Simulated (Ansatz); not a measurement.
Born–Oppenheimer molecular dynamics of BH6NSi (9 atoms, charge 0, multiplicity 1). It starts from a relaxed structure.

Theory: Ansatz 0.2.0, RKS PBE-D4/def2-SVP.

* ensemble: NVE (velocity Verlet)
* time step: 1 fs
* steps asked: 150
* starting velocities drawn for: 300 K
* seed: 571072

First frame:

```xyz
9
Properties=species:S:1:pos:R:3
N -0.860 0.761 -1.169
B -0.014 0.803 -0.059
Si 0.624 -0.898 0.833
H -1.202 -0.105 -1.589
H -1.203 1.599 -1.644
H 0.326 1.901 0.352
H 0.089 -2.142 0.155
H 2.131 -1.002 0.824
H 0.198 -0.963 2.280
```

Task: What does the run give?

Result: The run went to its last step.

```yaml
steps_done: 150
time_covered: 150 fs
mean_temperature_over_the_second_half: 133 K
spread_of_the_potential_energy_over_the_second_half: 3.2 meV per atom
mean_potential_energy_of_the_second_half_above_the_start: 17.1 meV per atom
```

The conserved energy stayed within 0.46 meV per atom of its start (net change 0.36 meV per atom), so the integration is sound. The temperature averaged 0.44 of the 300 K drawn at the start: a run that starts near a minimum puts about half its kinetic energy into the potential. A run of 0.15 ps of so small a system gives no equilibrium averages.

Task: What happens to the structure?

Result: The same pairs are bonded in the first frame and the last. Pairs count as bonded within 1.25 times the sum of covalent radii (0.12 Å more for H–H). The details hang on the random start.

Task: How do temperature and energy run in time?

Result: 
| time (fs) | T (K) | potential energy less start (eV) | conserved less start (meV/atom) |
| --- | --- | --- | --- |
| 0.0 | 300 | 0.000 | 0.00 |
| 5.0 | 180 | 0.111 | 0.23 |
| 10.0 | 98 | 0.186 | 0.31 |
| 15.0 | 161 | 0.127 | 0.20 |
| 20.0 | 163 | 0.127 | 0.36 |
| 25.0 | 156 | 0.133 | 0.35 |
| 30.0 | 180 | 0.111 | 0.26 |
| 35.0 | 134 | 0.154 | 0.40 |
| 40.0 | 141 | 0.146 | 0.24 |
| 45.0 | 132 | 0.154 | 0.20 |
| 50.0 | 150 | 0.138 | 0.25 |
| 55.0 | 192 | 0.099 | 0.11 |
| 60.0 | 164 | 0.124 | 0.16 |
| 65.0 | 68 | 0.212 | 0.30 |
| 70.0 | 109 | 0.174 | 0.20 |
| 75.0 | 154 | 0.135 | 0.32 |
| 80.0 | 148 | 0.141 | 0.35 |
| 85.0 | 149 | 0.138 | 0.25 |
| 90.0 | 125 | 0.162 | 0.36 |
| 95.0 | 119 | 0.166 | 0.25 |
| 100.0 | 104 | 0.179 | 0.17 |
| 105.0 | 123 | 0.162 | 0.24 |
| 110.0 | 174 | 0.115 | 0.10 |
| 115.0 | 145 | 0.141 | 0.10 |
| 120.0 | 78 | 0.204 | 0.29 |
| 125.0 | 129 | 0.157 | 0.17 |
| 130.0 | 150 | 0.138 | 0.25 |
| 135.0 | 149 | 0.140 | 0.37 |
| 140.0 | 159 | 0.130 | 0.25 |
| 145.0 | 102 | 0.182 | 0.31 |
| 150.0 | 79 | 0.204 | 0.36 |

Time of the run: 3.6 min on 1 thread of Arm Neoverse V2, on a shared host, peak memory 0.13 GiB.
